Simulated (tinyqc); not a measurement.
Worked calculation: CCSD on RHF in the sto-3g basis, frozen core, for H3O+, spin multiplicity 1. One step of it, computed by the program tinyqc.

Problem. CCSD: starting amplitudes. t_ij^ab = <ij||ab> / (e_i + e_j - e_a - e_b), whose energy is MP2.

orbital energies (hartree): [-20.820823, -1.705139, -1.019042, -1.018805, -0.868971, 0.018541, 0.192802, 0.193331]

Two-electron integrals over orbitals (pq|rs), unique and non-zero (hartree); the lowest 1 orbital is frozen and left out:
```
(22|22) 0.725229    (32|32) 0.134565    (33|22) 0.647262    (33|33) 0.645427
(42|22) -0.000056   (42|33) -0.032912   (42|42) 0.134515    (43|32) -0.032905
(43|43) 0.040692    (44|22) 0.647199    (44|33) 0.563968    (44|42) 0.032967
(44|44) 0.645395    (52|22) -0.008714   (52|33) 0.005782    (52|42) 4.16e-06
(52|44) 0.005779    (52|52) 0.142189    (53|32) 0.001406    (53|43) 0.005875
(53|53) 0.034588    (54|22) 0.000031    (54|33) 0.005902    (54|42) 0.001403
(54|44) -0.005850   (54|52) 0.000037    (54|54) 0.034593    (55|22) 0.734762
(55|33) 0.638303    (55|42) 0.000026    (55|44) 0.638283    (55|52) 0.074323
(55|54) 0.000064    (55|55) 0.860872    (62|22) 0.140173    (62|33) 0.094417
(62|42) 0.000108    (62|44) 0.094413    (62|52) -0.022783   (62|54) 0.000030
(62|55) 0.144467    (62|62) 0.076530    (63|32) -0.012238   (63|43) 0.026243
(63|53) 0.007710    (63|63) 0.054988    (64|22) 0.000339    (64|33) 0.026503
(64|42) -0.012303   (64|44) -0.026012   (64|52) 0.000053    (64|54) 0.007743
(64|55) 0.000363    (64|62) 0.000188    (64|64) 0.055158    (65|22) -0.072004
(65|33) -0.041565   (65|42) 0.000055    (65|44) -0.041516   (65|52) 0.042044
(65|54) 0.000035    (65|55) -0.066725   (65|62) -0.045793   (65|64) -0.000101
(65|65) 0.038919    (66|22) 0.510295    (66|33) 0.487780    (66|42) 0.000284
(66|44) 0.488033    (66|52) -0.046652   (66|54) -0.000056   (66|55) 0.486713
(66|62) 0.051120    (66|64) -0.000090   (66|65) -0.033178   (66|66) 0.464445
(72|22) 0.000293    (72|33) -0.009438   (72|42) -0.053445   (72|44) 0.009781
(72|52) -0.000013   (72|54) -0.014951   (72|55) 0.000297    (72|62) 0.000068
(72|64) -0.034675   (72|65) -0.000092   (72|66) 0.000079    (72|72) 0.054347
(73|32) -0.035615   (73|43) 0.005114    (73|53) 0.006552    (73|63) 0.026891
(73|73) 0.033133    (74|22) -0.170215   (74|33) -0.131429   (74|42) 0.035541
(74|44) -0.121331   (74|52) -0.031898   (74|54) -0.006562   (74|55) -0.193277
(74|62) -0.081123   (74|64) -0.027040   (74|65) 0.034181    (74|66) -0.037201
(74|72) 0.000879    (74|74) 0.150755    (75|22) -0.000056   (75|33) 0.011168
(75|42) -0.032096   (75|44) -0.011255   (75|52) 0.000097    (75|54) -0.021007
(75|55) -0.000040   (75|62) -0.000078   (75|64) 0.015450    (75|65) 0.000009
(75|66) -0.000133   (75|72) 0.009234    (75|74) -0.012497   (75|75) 0.029052
(76|22) 0.000007    (76|33) 0.042967    (76|42) -0.093607   (76|44) -0.043098
(76|52) -0.000071   (76|54) 0.015684    (76|55) -0.000074   (76|62) -0.000036
(76|64) 0.053099    (76|65) -0.000080   (76|66) -0.000372   (76|72) 0.004275
(76|74) -0.049259   (76|75) 0.027639    (76|76) 0.119236    (77|22) 0.568934
(77|33) 0.506638    (77|42) 0.030128    (77|44) 0.580989    (77|52) 0.003941
(77|54) -0.010590   (77|55) 0.564455    (77|62) 0.066494    (77|64) -0.042250
(77|65) -0.025330   (77|66) 0.472582    (77|72) 0.019459    (77|74) -0.066249
(77|75) -0.013842   (77|76) -0.060978   (77|77) 0.564175    (82|32) 0.053414
(82|43) 0.009643    (82|53) 0.014953    (82|63) 0.034679    (82|73) 0.001161
(82|82) 0.054352    (83|22) 0.170152    (83|33) 0.121284    (83|42) 0.035607
(83|44) 0.131458    (83|52) 0.031897    (83|54) -0.006513   (83|55) 0.193261
(83|62) 0.081134    (83|64) -0.026681   (83|65) -0.034125   (83|66) 0.037504
(83|72) 0.001251    (83|74) -0.086348   (83|75) -0.012575   (83|76) -0.049435
(83|77) 0.101424    (83|83) 0.150822    (84|32) 0.035617    (84|43) -0.005070
(84|53) -0.006529   (84|63) -0.026792   (84|73) -0.031515   (84|82) -0.001085
(84|84) 0.033049    (85|32) 0.032099    (85|43) -0.011186   (85|53) 0.021015
(85|63) -0.015402   (85|73) -0.012563   (85|82) 0.009234    (85|84) 0.012546
(85|85) 0.029049    (86|32) 0.093551    (86|43) -0.042870   (86|53) -0.015635
(86|63) -0.052815   (86|73) -0.049411   (86|82) 0.004314    (86|84) 0.049331
(86|85) 0.027577    (86|86) 0.118839    (87|32) 0.030619    (87|43) -0.037374
(87|53) -0.010657   (87|63) -0.042593   (87|73) -0.017919   (87|82) -0.019299
(87|84) 0.017843    (87|85) 0.013948    (87|86) 0.061335    (87|87) 0.048991
(88|22) 0.569062    (88|33) 0.581207    (88|42) -0.030435   (88|44) 0.506546
(88|52) 0.003956    (88|54) 0.010662    (88|55) 0.564551    (88|62) 0.066557
(88|64) 0.042729    (88|65) -0.025408   (88|66) 0.472223    (88|72) -0.019170
(88|74) -0.101575   (88|75) 0.013892    (88|76) 0.061261    (88|77) 0.467179
(88|83) 0.066084    (88|88) 0.564649
```

Give: Starting amplitudes; correlation energy.

Solution.

Starting amplitudes (spin orbitals 1a, 1b, ...; amplitudes related by a flip of all spins are not repeated; the 24 largest):
```
from      to        t
4a 4b  7a 7b  -0.0622
3a 3b  8a 8b  -0.0622
3a 4b  7b 8a  -0.0356
2a 4b  6a 7b   0.0276
2a 3b  6a 8b  -0.0276
4a 4b  6a 6b  -0.0266
3a 3b  6a 6b  -0.0265
3a 4a  7a 8a  -0.0226
2a 2b  6a 6b  -0.0222
5a 5b  6a 6b  -0.0219
2a 5b  6a 6b   0.0175
4a 5b  6b 7a   0.0163
3a 5b  6b 8a  -0.0163
2a 4a  6a 7a   0.0158
2a 3a  6a 8a  -0.0158
2a 2b  7a 7b  -0.0143
2a 2b  8a 8b  -0.0143
5a 5b  7a 7b  -0.0137
5a 5b  8a 8b  -0.0137
3a 3b  7a 7b  -0.0137
4a 4b  8a 8b  -0.0136
3a 4b  7a 8b   0.0130
4a 4b  6a 7b   0.0120
3a 3b  6a 7b  -0.0120
```

correlation energy = -0.058675 hartree
